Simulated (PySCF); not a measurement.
Species: C₃H₆FN.
Numbering: `[NH2:1][CH2:2]/[CH:3]=[CH:4]/[F:5]` (hydrogens: H6, H7 on N1; H8, H9 on C2; H10 on C3; H11 on C4)

Method used: MP2 and CCSD/aug-cc-pVDZ in PySCF, restricted Hartree–Fock reference, frozen core, non-relativistic, gas phase, PBE0-D3(BJ)/def2-SVP geometry.

E(HF) = -270.98224 Eh.

How large is the problem?

169 basis functions and 40 electrons; 5 orbitals frozen, which leaves o = 15 correlated occupied and v = 149 virtual orbitals. That is o·v = 2235 singles and o·v(o·v + 1)/2 = 2498730 distinct closed-shell doubles amplitudes before symmetry; the costliest CCSD step grows as o²v⁴ = 1.1 × 10^11.

What are the MP2 and CCSD correlation energies?

MP2 -0.8051 Eh and CCSD -0.8478 Eh, which gives totals of -271.78737 and -271.83003 Eh. That is 0.769 eV for each correlated electron at CCSD (2226 kJ/mol in all, 0.312 % of the total energy); MP2 gives 95.0 % of the CCSD value.

What is the T1 diagnostic?

0.0119, below the customary warning level of 0.02. It is the norm of the spatial-orbital singles amplitudes over the root of the number of correlated electrons, so the norm is 0.065.

How does correlation change the dipole moment?

HF gives 2.83 D and CCSD (unrelaxed density) 2.58 D, a change of -0.25 D.

No triples correction and no basis-set extrapolation were made.

Shape of the structure used: `[NH2:1][CH2:2]/[CH:3]=[CH:4]/[F:5]`: N1–C2–C3–C4 -12°, H–N1–C2–C3 -71°, H–N1–C2–C3 172°.

One conformer stands for the species.
